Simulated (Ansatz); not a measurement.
# Worked example: correlation energy of H$_{2}$B–B, triplet

Geometry: that of the H2B–B, singlet, kept fixed.

```
atom   x (Å)    y (Å)    z (Å)
   B  0.0000   0.0000   0.7529
   B  0.0000   0.0000  -1.0096
   H  0.0000   1.0240   1.3765
   H  0.0000  -1.0240   1.3765
```

Basis cc-pVDZ; Ansatz 0.2.0. Only valence electrons are correlated (noble-gas cores frozen), which leaves 8 electrons in 36 orbitals. R marks a restricted (for open shells ROHF) determinant, U an unrestricted one.

Full CI isn't at hand for all of this; UCCSDTQ serves as the reference, and is uncertain by about the last step of the cluster series.

Runs differ by some tens of microhartree through their thresholds and, for an open shell, their frozen cores, so steps under 0.03 kcal/mol mean nothing.

```tsv
level	total energy (hartree)
UHF	-50.383969
UMP2	-50.503712
UCCSD	-50.537791
UCCSD(T)	-50.542515
UCCSDT	-50.543985
UCCSDT(Q)	-50.544222
UCCSDTQ	-50.544259
```

Q: What is the correlation energy at UCCSDTQ, and what share of it do UMP2 and UCCSD(T) recover?

A: E(corr) = -50.544259 − (-50.383969) = -0.160290 hartree = -4.362 eV. UMP2: -0.119743 / -0.160290 = 74.70 %. UCCSD(T): -0.158546 / -0.160290 = 98.91 %.

Q: By how many kcal/mol does UCCSD(T) miss UCCSDTQ (1 hartree = 627.509 kcal/mol), and which steps make up the rest?

A: -50.542515 − (-50.544259) = 0.001744 hartree = 1.09 kcal/mol. Steps: UCCSDT − UCCSD(T) = -0.92, UCCSDT(Q) − UCCSDT = -0.15, UCCSDTQ − UCCSDT(Q) = -0.02 kcal/mol. Differences between like states or geometries often cancel part of this.
